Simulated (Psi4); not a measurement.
**C2H3Si (SMILES [C]#C[SiH3]): UHF/STO-3G (sweep point 1)**

Aim: the vertical doublet–quartet gap of C2H3Si at UHF/STO-3G (sweep point 1), from 2 runs. 

Program for the calculation: Psi4 1.11.

### 1 The system as given

The species is C2H3Si (6 atoms), meant as a doublet with charge 0. As SMILES, `[C]#C[SiH3]`. The shape is that of a PBE0-D4/def2-TZVP optimisation.

Bond lengths: C1–C2 1.212 Å, C2–Si3 1.827 Å, Si3–H4 1.482 Å, Si3–H5 1.482 Å, Si3–H6 1.482 Å. Angles: C1–C2–Si3 179.9°, C2–Si3–H4 108.8°, C2–Si3–H5 108.8°, C2–Si3–H6 108.8°, H4–Si3–H5 110.1°, H4–Si3–H6 110.1°, H5–Si3–H6 110.1°.

### 2 A single-point energy at UHF/STO-3G (sweep point 1)

job.dat reads:

```
memory 1600 mb

molecule {
  0 2
  C      1.099800    -1.943700     1.067500
  C      0.563900    -0.994100     0.538900
  Si    -0.246300     0.437400    -0.257000
  H     -1.451000    -0.035700    -0.979200
  H      0.706200     1.059100    -1.207200
  H     -0.630600     1.412800     0.790800
  symmetry c1
}

set globals {
  basis STO-3G
  reference uhf
  puream true
  scf_type pk
  maxiter 150
}

energy('scf')
```

Launch:

```bash
$ psi4 -i job.dat -o job.out -n 1
```

job.out:

```text
[...]
  Running in c1 symmetry.
[...]
  Nuclear repulsion =   76.367132930564821
[...]
  Multiplicity = 2
[...]
  Nalpha       = 15
  Nbeta        = 14
[...]
    Number of basis functions: 22
[...]
   @UHF iter   1:  -361.96079328214245   -2.43301e+00   5.36647e-03 ADIIS/DIIS
[...]
   @UHF iter  14:  -361.99898988069521   -1.20336e-07   9.02085e-07 DIIS
[...]
   @S^2 Observed:                1.298387616E+00
[...]
    Orbital Energies [Eh]
    ---------------------
    Alpha Occupied:
       1A    -68.008448     2A    -10.990569     3A    -10.915189
       4A     -5.986484     5A     -4.013301     6A     -4.011603
       7A     -4.011603     8A     -0.948369     9A     -0.718085
      10A     -0.547908    11A     -0.439472    12A     -0.439443
      13A     -0.433828    14A     -0.365229    15A     -0.365224
    Alpha Virtual:
      16A      0.382206    17A      0.382216    18A      0.508272
      19A      0.539679    20A      0.609852    21A      0.609912
      22A      1.287206
[...]
  @UHF Final Energy:  -361.99898988069521
   => Energetics <=
    Nuclear Repulsion Energy =             76.3671329305648214
    One-Electron Energy =                -652.9671250559069904
    Two-Electron Energy =                 214.6010022446469350
    Total Energy =                       -361.9989898806952624
  UHF NO Occupations:
  HONO-2 :   13  A 1.8557522
  HONO-1 :   14  A 1.8557513
[...]
 Multipole Moments:
 ------------------------------------------------------------------------------------
     Multipole            Electronic (a.u.)      Nuclear  (a.u.)        Total (a.u.)
 ------------------------------------------------------------------------------------
 L = 1.  Multiply by 2.5417464519 to convert [e a0] to [Debye]
 Dipole X            :          1.7896776           -1.8970314           -0.1073538
 Dipole Y            :         -3.1633023            3.3529337            0.1896315
 Dipole Z            :          1.7588055           -1.8642941           -0.1054886
 Magnitude           :                                                    0.2421007
[...]
```

Run time: 4.2 s. Hardware: 1 thread of AMD EPYC 7R43 (Zen 3), shared host; peak memory 0.18 GiB.

### 3 The quartet at the same level

job.inp reads:

```
memory 1.6 GB

molecule {
  0 4
  C      1.099800    -1.943700     1.067500
  C      0.563900    -0.994100     0.538900
  Si    -0.246300     0.437400    -0.257000
  H     -1.451000    -0.035700    -0.979200
  H      0.706200     1.059100    -1.207200
  H     -0.630600     1.412800     0.790800
  symmetry c1
}

set {
  basis STO-3G
  reference uhf
  puream true
  scf_type pk
  maxiter 150
}

E, wfn = energy('scf', return_wfn=True)
```

Launch:

```bash
$ psi4 -i job.inp -o job.out -n 1
```

job.out:

```text
[...]
  Running in c1 symmetry.
[...]
  Nuclear repulsion =   76.367132930564821
[...]
  Multiplicity = 4
[...]
  Nalpha       = 16
  Nbeta        = 13
[...]
    Number of basis functions: 22
[...]
   @UHF iter   1:  -361.72307525974355   -2.19529e+00   7.39078e-03 ADIIS/DIIS
[...]
   @UHF iter  14:  -361.80736446076696   -7.36850e-09   7.04957e-07 DIIS
[...]
   @S^2 Observed:                3.893637551E+00
[...]
    Orbital Energies [Eh]
    ---------------------
    Alpha Occupied:
       1A    -68.000544     2A    -10.976683     3A    -10.921944
       4A     -5.977511     5A     -4.003568     6A     -4.003125
       7A     -4.002379     8A     -1.006276     9A     -0.726477
      10A     -0.581342    11A     -0.520359    12A     -0.452285
      13A     -0.439520    14A     -0.429337    15A     -0.370472
      16A     -0.130379
    Alpha Virtual:
      17A      0.354383    18A      0.498147    19A      0.518852
      20A      0.571920    21A      0.604941    22A      1.241134
[...]
  @UHF Final Energy:  -361.80736446076696
   => Energetics <=
    Nuclear Repulsion Energy =             76.3671329305648214
    One-Electron Energy =                -652.8583172670881822
    Two-Electron Energy =                 214.6838198757564555
    Total Energy =                       -361.8073644607669053
  UHF NO Occupations:
  HONO-2 :   14  A 1.0000000
  HONO-1 :   15  A 1.0000000
[...]
 Multipole Moments:
 ------------------------------------------------------------------------------------
     Multipole            Electronic (a.u.)      Nuclear  (a.u.)        Total (a.u.)
 ------------------------------------------------------------------------------------
 L = 1.  Multiply by 2.5417464519 to convert [e a0] to [Debye]
 Dipole X            :          1.8355232           -1.8970314           -0.0615082
 Dipole Y            :         -3.2480314            3.3529337            0.1049023
 Dipole Z            :          1.7930337           -1.8642941           -0.0712604
 Magnitude           :                                                    0.1409461
[...]
```

It took 4.2 s on 1 thread of AMD EPYC 7R43 (Zen 3), shared host; peak memory 0.18 GiB.

### 4 Summary of results

Level: UHF/STO-3G (sweep point 1).

```
                                        quantity          value
                           doublet: total energy  -361.99899 Eh
                          doublet: dipole moment         0.62 D
     doublet: HOMO energy (highest over α and β)       -9.00 eV
      doublet: LUMO energy (lowest over α and β)        6.02 eV
                                   doublet: ⟨S²⟩          1.298
                           quartet: total energy  -361.80736 Eh
                          quartet: dipole moment         0.36 D
     quartet: HOMO energy (highest over α and β)       -3.55 eV
      quartet: LUMO energy (lowest over α and β)        5.41 eV
                                   quartet: ⟨S²⟩          3.894
vertical energy of the quartet above the doublet       5.214 eV
```

At this shape the quartet lies 5.21 eV (503 kJ/mol) above the doublet. In a minimal basis such a difference can be off by several eV, whatever the method. ⟨S²⟩ (doublet) is 1.30 where a pure doublet has 0.75: the reference is spin-contaminated. ⟨S²⟩ (quartet) is 3.89 where a pure quartet has 3.75: the reference is spin-contaminated.
